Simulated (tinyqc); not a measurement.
Worked calculation (part 2 of 2): UHF in the sto-6g basis, for H2O, spin multiplicity 1. Computed by tinyqc, a small Python program that keeps every step (integrals from PySCF). Command: `OMP_NUM_THREADS=1 python tinyqc.py 24301 24302 out.jsonl` (the two numbers bound the seeds that draw the settings). One thread of a shared host (Intel(R) Xeon(R) Processor @ 2.60GHz), about 0.2 s of CPU time with the checks.

Geometry (angstrom):
```
atom,x,y,z
O,0.000000,0.000000,0.000000
H,0.000000,0.987000,0.648000
H,0.000000,-0.987000,0.648000
```

## Iteration 2: DIIS over 2 matrices

error matrix X^T (FDS - SDF) X (alpha):
```
,1,2,3,4,5,6,7
1,0.000000,0.000000,0.069885,0.000000,0.044193,0.000000,-0.011347
2,0.000000,0.000000,0.000000,-0.124969,0.000000,0.081896,0.000000
3,-0.069885,0.000000,0.000000,0.000000,0.017814,0.000000,0.013612
4,0.000000,0.124969,0.000000,0.000000,0.000000,0.041056,0.000000
5,-0.044193,0.000000,-0.017814,0.000000,0.000000,0.000000,0.011500
6,0.000000,-0.081896,0.000000,-0.041056,0.000000,0.000000,0.000000
7,0.011347,0.000000,-0.013612,0.000000,-0.011500,0.000000,0.000000
```

B (overlaps of the stored error matrices):
```
,1,2
1,7.7967305e-01,2.2514939e-01
2,2.2514939e-01,1.2644199e-01
```

Minimise |sum c_i e_i|^2 with sum c_i = 1: solve [B -1; -1 0][c; lambda] = [0; -1] with B_ij = tr e_i^T e_j summed over both spins, and take F = sum c_i F_i.

DIIS coefficients: -0.216551  1.216551

extrapolated F(alpha) (hartree):
```
,1O 1s,1O 2s,1O 2px,1O 2py,1O 2pz,2H 1s,3H 1s
1O 1s,-20.437818,-4.948124,0.000000,0.000000,-0.023950,-0.715768,-0.715768
1O 2s,-4.948124,-2.239005,0.000000,0.000000,-0.051574,-0.688432,-0.688432
1O 2px,0.000000,0.000000,-0.239636,0.211493,0.000000,-0.040922,0.040922
1O 2py,0.000000,0.000000,0.211493,-0.233952,0.000000,-0.338796,0.338796
1O 2pz,-0.023950,-0.051574,0.000000,0.000000,-0.274560,-0.266515,-0.266515
2H 1s,-0.715768,-0.688432,-0.040922,-0.338796,-0.266515,-0.336449,-0.158625
3H 1s,-0.715768,-0.688432,0.040922,0.338796,-0.266515,-0.158625,-0.336449
```

extrapolated F(beta) (hartree):
```
,1O 1s,1O 2s,1O 2px,1O 2py,1O 2pz,2H 1s,3H 1s
1O 1s,-20.437818,-4.948124,0.000000,0.000000,-0.023950,-0.715768,-0.715768
1O 2s,-4.948124,-2.239005,0.000000,0.000000,-0.051574,-0.688432,-0.688432
1O 2px,0.000000,0.000000,-0.239636,-0.211493,0.000000,0.040922,-0.040922
1O 2py,0.000000,0.000000,-0.211493,-0.233952,0.000000,-0.338796,0.338796
1O 2pz,-0.023950,-0.051574,0.000000,0.000000,-0.274560,-0.266515,-0.266515
2H 1s,-0.715768,-0.688432,0.040922,-0.338796,-0.266515,-0.336449,-0.158625
3H 1s,-0.715768,-0.688432,-0.040922,0.338796,-0.266515,-0.158625,-0.336449
```

## Iteration 2: diagonalisation and new density

X:
```
,1,2,3,4,5,6,7
1O 1s,-0.365572,0.000000,0.720587,0.000000,-0.605520,0.000000,0.206570
1O 2s,0.993316,0.000000,-0.264021,0.000000,-0.279186,0.000000,0.475593
1O 2px,0.000000,0.000000,0.000000,1.000000,0.000000,0.000000,0.000000
1O 2py,0.000000,0.856604,0.000000,0.000000,0.000000,0.668229,0.000000
1O 2pz,0.409996,0.000000,0.666335,0.000000,0.646465,0.000000,0.199103
2H 1s,-0.622388,-0.718032,-0.202838,0.000000,0.167974,0.398595,0.384430
3H 1s,-0.622388,0.718032,-0.202838,0.000000,0.167974,-0.398595,0.384430
```

Diagonalise F' = X^T F X, C = X C', fill 5 alpha and 5 beta electrons from the bottom; D(s) = C_occ C_occ^T. Each column has its largest component positive (the first on a tie).

F' = X^T F X (alpha) (hartree):
```
,1,2,3,4,5,6,7
1,-0.488430,0.000000,2.574366,0.000000,-2.159761,0.000000,0.773657
2,0.000000,0.478503,0.000000,0.239932,0.000000,0.061632,0.000000
3,2.574366,0.000000,-8.637968,0.000000,8.533590,0.000000,-4.345546
4,0.000000,0.239932,0.000000,-0.239636,0.000000,0.108703,0.000000
5,-2.159761,0.000000,8.533590,0.000000,-9.141866,0.000000,4.622506
6,0.000000,0.061632,0.000000,0.108703,0.000000,-0.521928,0.000000
7,0.773657,0.000000,-4.345546,0.000000,4.622506,0.000000,-3.332165
```

orbital energies (alpha) (hartree): MO1 -20.440802, MO2 -1.147530, MO3 -0.559351, MO4 -0.402750, MO5 -0.282642, MO6 0.390653, MO7 0.558932

coefficients C (alpha):
```
,MO1,MO2,MO3,MO4,MO5,MO6,MO7
1O 1s,0.996859,-0.228683,0.000000,0.076400,0.000000,0.101750,0.000000
1O 2s,0.013971,0.899820,0.000000,-0.407767,0.000000,-0.619977,0.000000
1O 2px,0.000000,0.000000,-0.336510,0.000000,0.893547,0.000000,0.297212
1O 2py,0.000000,0.000000,0.647838,0.000000,-0.045712,0.000000,0.870929
1O 2pz,0.002011,0.070645,0.000000,0.796445,0.000000,-0.656001,0.000000
2H 1s,-0.002493,0.144537,0.359530,0.306063,0.351399,0.699957,-0.649388
3H 1s,-0.002493,0.144537,-0.359530,0.306063,-0.351399,0.699957,0.649388
```

F' = X^T F X (beta) (hartree):
```
,1,2,3,4,5,6,7
1,-0.488430,0.000000,2.574366,0.000000,-2.159761,0.000000,0.773657
2,0.000000,0.478503,0.000000,-0.239932,0.000000,0.061632,0.000000
3,2.574366,0.000000,-8.637968,0.000000,8.533590,0.000000,-4.345546
4,0.000000,-0.239932,0.000000,-0.239636,0.000000,-0.108703,0.000000
5,-2.159761,0.000000,8.533590,0.000000,-9.141866,0.000000,4.622506
6,0.000000,0.061632,0.000000,-0.108703,0.000000,-0.521928,0.000000
7,0.773657,0.000000,-4.345546,0.000000,4.622506,0.000000,-3.332165
```

orbital energies (beta) (hartree): MO1 -20.440802, MO2 -1.147530, MO3 -0.559351, MO4 -0.402750, MO5 -0.282642, MO6 0.390653, MO7 0.558932

coefficients C (beta):
```
,MO1,MO2,MO3,MO4,MO5,MO6,MO7
1O 1s,0.996859,-0.228683,0.000000,0.076400,0.000000,0.101750,0.000000
1O 2s,0.013971,0.899820,0.000000,-0.407767,0.000000,-0.619977,0.000000
1O 2px,0.000000,0.000000,0.336510,0.000000,0.893547,0.000000,-0.297212
1O 2py,0.000000,0.000000,0.647838,0.000000,0.045712,0.000000,0.870929
1O 2pz,0.002011,0.070645,0.000000,0.796445,0.000000,-0.656001,0.000000
2H 1s,-0.002493,0.144537,0.359530,0.306063,-0.351399,0.699957,-0.649388
3H 1s,-0.002493,0.144537,-0.359530,0.306063,0.351399,0.699957,0.649388
```

D(alpha) after iteration 2:
```
,1O 1s,1O 2s,1O 2px,1O 2py,1O 2pz,2H 1s,3H 1s
1O 1s,1.051862,-0.223000,0.000000,0.000000,0.046698,-0.012155,-0.012155
1O 2s,-0.223000,0.976145,0.000000,0.000000,-0.261169,0.005220,0.005220
1O 2px,0.000000,0.000000,0.911665,-0.258850,0.000000,0.193006,-0.193006
1O 2py,0.000000,0.000000,-0.258850,0.421784,0.000000,0.216854,-0.216854
1O 2pz,0.046698,-0.261169,0.000000,0.000000,0.639320,0.253968,0.253968
2H 1s,-0.012155,0.005220,0.193006,0.216854,0.253968,0.367315,-0.138171
3H 1s,-0.012155,0.005220,-0.193006,-0.216854,0.253968,-0.138171,0.367315
```

D(beta) after iteration 2:
```
,1O 1s,1O 2s,1O 2px,1O 2py,1O 2pz,2H 1s,3H 1s
1O 1s,1.051862,-0.223000,0.000000,0.000000,0.046698,-0.012155,-0.012155
1O 2s,-0.223000,0.976145,0.000000,0.000000,-0.261169,0.005220,0.005220
1O 2px,0.000000,0.000000,0.911665,0.258850,0.000000,-0.193006,0.193006
1O 2py,0.000000,0.000000,0.258850,0.421784,0.000000,0.216854,-0.216854
1O 2pz,0.046698,-0.261169,0.000000,0.000000,0.639320,0.253968,0.253968
2H 1s,-0.012155,0.005220,-0.193006,0.216854,0.253968,0.367315,-0.138171
3H 1s,-0.012155,0.005220,0.193006,-0.216854,0.253968,-0.138171,0.367315
```

## Iteration 10 (converged): orbitals

converged F(alpha) (hartree):
```
,1O 1s,1O 2s,1O 2px,1O 2py,1O 2pz,2H 1s,3H 1s
1O 1s,-20.520396,-4.962996,0.000000,0.000000,-0.022835,-0.717796,-0.717796
1O 2s,-4.962996,-2.287605,0.000000,0.000000,-0.047913,-0.690169,-0.690169
1O 2px,0.000000,0.000000,-0.386922,0.000001,0.000000,0.000000,0.000000
1O 2py,0.000000,0.000000,0.000001,-0.203210,0.000000,-0.349274,0.349274
1O 2pz,-0.022835,-0.047913,0.000000,0.000000,-0.246376,-0.276644,-0.276644
2H 1s,-0.717796,-0.690169,0.000000,-0.349274,-0.276644,-0.349510,-0.168889
3H 1s,-0.717796,-0.690169,0.000000,0.349274,-0.276644,-0.168889,-0.349510
```

converged F(beta) (hartree):
```
,1O 1s,1O 2s,1O 2px,1O 2py,1O 2pz,2H 1s,3H 1s
1O 1s,-20.520396,-4.962996,0.000000,0.000000,-0.022835,-0.717796,-0.717796
1O 2s,-4.962996,-2.287605,0.000000,0.000000,-0.047913,-0.690169,-0.690169
1O 2px,0.000000,0.000000,-0.386922,-0.000001,0.000000,0.000000,0.000000
1O 2py,0.000000,0.000000,-0.000001,-0.203210,0.000000,-0.349274,0.349274
1O 2pz,-0.022835,-0.047913,0.000000,0.000000,-0.246376,-0.276644,-0.276644
2H 1s,-0.717796,-0.690169,0.000000,-0.349274,-0.276644,-0.349510,-0.168889
3H 1s,-0.717796,-0.690169,0.000000,0.349274,-0.276644,-0.168889,-0.349510
```

As before.

F' = X^T F X (alpha) (hartree):
```
,1,2,3,4,5,6,7
1,-0.534514,0.000000,2.612413,0.000000,-2.139103,0.000000,0.771492
2,0.000000,0.523957,0.000000,0.000001,0.000000,0.083729,0.000000
3,2.612413,0.000000,-8.661908,0.000000,8.578504,0.000000,-4.352001
4,0.000000,0.000001,0.000000,-0.386922,0.000000,0.000000,0.000000
5,-2.139103,0.000000,8.578504,0.000000,-9.175941,0.000000,4.641167
6,0.000000,0.083729,0.000000,0.000000,0.000000,-0.520253,0.000000
7,0.771492,0.000000,-4.352001,0.000000,4.641167,0.000000,-3.359611
```

orbital energies (alpha) (hartree): MO1 -20.523262, MO2 -1.187039, MO3 -0.526925, MO4 -0.410302, MO5 -0.386922, MO6 0.388629, MO7 0.530628

coefficients C (alpha):
```
,MO1,MO2,MO3,MO4,MO5,MO6,MO7
1O 1s,0.996925,-0.231109,0.000000,0.076899,0.000000,-0.095032,0.000000
1O 2s,0.013687,0.914962,0.000000,-0.421354,0.000000,0.587906,0.000000
1O 2px,0.000000,0.000000,-0.000002,0.000000,1.000000,0.000000,0.000001
1O 2py,0.000000,0.000000,0.598084,0.000000,0.000000,0.000000,0.906971
1O 2pz,0.001927,0.061815,0.000000,0.761516,0.000000,0.697084,0.000000
2H 1s,-0.002441,0.130280,0.454364,0.346043,0.000001,-0.683950,-0.684106
3H 1s,-0.002441,0.130280,-0.454364,0.346043,-0.000001,-0.683950,0.684106
```

F' = X^T F X (beta) (hartree):
```
,1,2,3,4,5,6,7
1,-0.534514,0.000000,2.612413,0.000000,-2.139103,0.000000,0.771492
2,0.000000,0.523957,0.000000,-0.000001,0.000000,0.083729,0.000000
3,2.612413,0.000000,-8.661908,0.000000,8.578504,0.000000,-4.352001
4,0.000000,-0.000001,0.000000,-0.386922,0.000000,0.000000,0.000000
5,-2.139103,0.000000,8.578504,0.000000,-9.175941,0.000000,4.641167
6,0.000000,0.083729,0.000000,0.000000,0.000000,-0.520253,0.000000
7,0.771492,0.000000,-4.352001,0.000000,4.641167,0.000000,-3.359611
```

orbital energies (beta) (hartree): MO1 -20.523262, MO2 -1.187039, MO3 -0.526925, MO4 -0.410302, MO5 -0.386922, MO6 0.388629, MO7 0.530628

coefficients C (beta):
```
,MO1,MO2,MO3,MO4,MO5,MO6,MO7
1O 1s,0.996925,-0.231109,0.000000,0.076899,0.000000,-0.095032,0.000000
1O 2s,0.013687,0.914962,0.000000,-0.421354,0.000000,0.587906,0.000000
1O 2px,0.000000,0.000000,0.000002,0.000000,1.000000,0.000000,-0.000001
1O 2py,0.000000,0.000000,0.598084,0.000000,0.000000,0.000000,0.906971
1O 2pz,0.001927,0.061815,0.000000,0.761516,0.000000,0.697084,0.000000
2H 1s,-0.002441,0.130280,0.454364,0.346043,-0.000001,-0.683950,-0.684106
3H 1s,-0.002441,0.130280,-0.454364,0.346043,0.000001,-0.683950,0.684106
```

D(alpha) after iteration 10:
```
,1O 1s,1O 2s,1O 2px,1O 2py,1O 2pz,2H 1s,3H 1s
1O 1s,1.053184,-0.230212,0.000000,0.000000,0.046195,-0.005932,-0.005932
1O 2s,-0.230212,1.014883,0.000000,0.000000,-0.264283,-0.026639,-0.026639
1O 2px,0.000000,0.000000,1.000000,-0.000001,0.000000,0.000000,0.000000
1O 2py,0.000000,0.000000,-0.000001,0.357704,0.000000,0.271748,-0.271748
1O 2pz,0.046195,-0.264283,0.000000,0.000000,0.583732,0.271566,0.271566
2H 1s,-0.005932,-0.026639,0.000000,0.271748,0.271566,0.343171,-0.069723
3H 1s,-0.005932,-0.026639,0.000000,-0.271748,0.271566,-0.069723,0.343171
```

D(beta) after iteration 10:
```
,1O 1s,1O 2s,1O 2px,1O 2py,1O 2pz,2H 1s,3H 1s
1O 1s,1.053184,-0.230212,0.000000,0.000000,0.046195,-0.005932,-0.005932
1O 2s,-0.230212,1.014883,0.000000,0.000000,-0.264283,-0.026639,-0.026639
1O 2px,0.000000,0.000000,1.000000,0.000001,0.000000,0.000000,0.000000
1O 2py,0.000000,0.000000,0.000001,0.357704,0.000000,0.271748,-0.271748
1O 2pz,0.046195,-0.264283,0.000000,0.000000,0.583732,0.271566,0.271566
2H 1s,-0.005932,-0.026639,0.000000,0.271748,0.271566,0.343171,-0.069723
3H 1s,-0.005932,-0.026639,0.000000,-0.271748,0.271566,-0.069723,0.343171
```

## Convergence

Stop when the energy changes by less than 1e-09 hartree and every element of the error matrix X^T (F D S - S D F) X (for each spin) is below 9e-06.

Course of the cycle:
```
iteration,E (hartree),change,largest element of the error matrix
1,-75.02553128,-,3.28e-01
2,-75.44140018,-4.16e-01,1.25e-01
3,-75.55802095,-1.17e-01,8.63e-02
4,-75.59613250,-3.81e-02,4.64e-02
5,-75.61074530,-1.46e-02,1.22e-02
6,-75.61205281,-1.31e-03,1.52e-03
7,-75.61205815,-5.34e-06,3.55e-04
8,-75.61205935,-1.20e-06,4.15e-05
9,-75.61205936,-1.69e-08,5.73e-06
10,-75.61205936,1.74e-11,6.22e-06
```

PySCF UHF in the same basis, after a stability check = -75.61205936 hartree

Converged in 10 iterations.

## Populations, bond orders and dipole

overlap S:
```
,1O 1s,1O 2s,1O 2px,1O 2py,1O 2pz,2H 1s,3H 1s
1O 1s,1.000000,0.231145,0.000000,0.000000,0.000000,0.033114,0.033114
1O 2s,0.231145,1.000000,0.000000,0.000000,0.000000,0.343322,0.343322
1O 2px,0.000000,0.000000,1.000000,0.000000,0.000000,0.000000,0.000000
1O 2py,0.000000,0.000000,0.000000,1.000000,0.000000,0.258520,-0.258520
1O 2pz,0.000000,0.000000,0.000000,0.000000,1.000000,0.169727,0.169727
2H 1s,0.033114,0.343322,0.000000,0.258520,0.169727,1.000000,0.124988
3H 1s,0.033114,0.343322,0.000000,-0.258520,0.169727,0.124988,1.000000
```

Mulliken: Z minus the diagonal of D S on the atom; Loewdin: the same with S^(1/2) D S^(1/2); Mayer order: 2 sum_s sum (D(s) S)_ij (D(s) S)_ji over the two atoms.

Charges (e):
```
atom,Mulliken,Loewdin,Mulliken spin
1O,-0.234164,-0.178015,0
2H,0.117082,0.089007,0
3H,0.117082,0.089007,0
```

Mayer bond orders:
```
pair,order
2-1,0.971732
3-1,0.971732
3-2,0.014560
```

dipole moment about the origin, x y z (debye): 0.000000  0.000000  1.416726

<S^2> of the determinant (pure state: 0) = 0
